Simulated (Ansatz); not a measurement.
Which is lower?

Two relaxed structures of Al2H3S, doublet (PBE0-D4/def2-TZVP; forces vanish, vibrations not checked).

A:

```
6
angstrom
Al -2.1091 -0.4414 -0.6618
Al 0.2124 0.4442 -0.0369
S 1.3793 -0.7552 1.3886
H -2.5474 -1.3470 -1.9084
H 0.7450 1.9105 -0.3461
H 2.3196 0.1889 1.5646
```

B:

| atom | x (Å) | y (Å) | z (Å) |
| --- | --- | --- | --- |
| Al1 | -1.2258 | -0.7088 | -0.1837 |
| Al2 | 0.8917 | -0.7111 | 0.9019 |
| S3 | 0.5479 | 0.7822 | -0.9794 |
| H4 | -2.3020 | -1.1334 | -1.2660 |
| H5 | 0.1848 | 1.9412 | -0.3957 |
| H6 | 1.9494 | -0.2587 | 1.9908 |

Program: Ansatz 0.2.0. Basis: def2-TZVPP. Cores are frozen in the correlated methods; orbitals are unrestricted. B3LYP uses VWN-RPA correlation.

Question: Which structure is lower at CCSD(T), and by how much? (To be estimated.)

Answer: By the calculation: A, by 3.61 kcal/mol (electronic energy, against the other). By their contacts, A is Al₂H₃S ([AlH][AlH][SH]) and B is Al₂H₃S ([AlH]1[AlH][SH]1).

Question: Do the other methods give the same order? (A judgement: the text doesn't fix the answer.)

Answer: Computed: Not all: PBE-D4, r2SCAN-D4 give the other order.

| method | E(B) − E(A) (kcal/mol) |
| --- | --- |
| PBE-D4 | -0.38 |
| r2SCAN-D4 | -0.14 |
| PBE0-D4 | 1.00 |
| B3LYP-D4 | 3.89 |
| wB97M-V | 1.98 |
| HF | 11.51 |
| MP2 | 3.82 |
| CCSD | 5.02 |
| CCSD(T) | 3.61 |

T1 diagnostic: at most 0.024. ⟨S²⟩ of the unrestricted Hartree–Fock references: 0.79 to 0.81 (a pure state has 0.75). The unrestricted reference is spin-contaminated, which hurts MP2 most.

Labels in which every atom is bracketed show which atoms are joined, not bond orders.

For scale, one of the runs: CCSD(T)/def2-TZVPP, 168 basis functions, launched by `ansatz run in.yaml --threads 2 --pin off --events-out ev --progress --plain --max-ram 4352MiB`. Hardware: 2 CPU threads of an Intel Xeon Platinum 8259CL, shared host. Wall time 97 s; peak host memory 2.7 GiB.
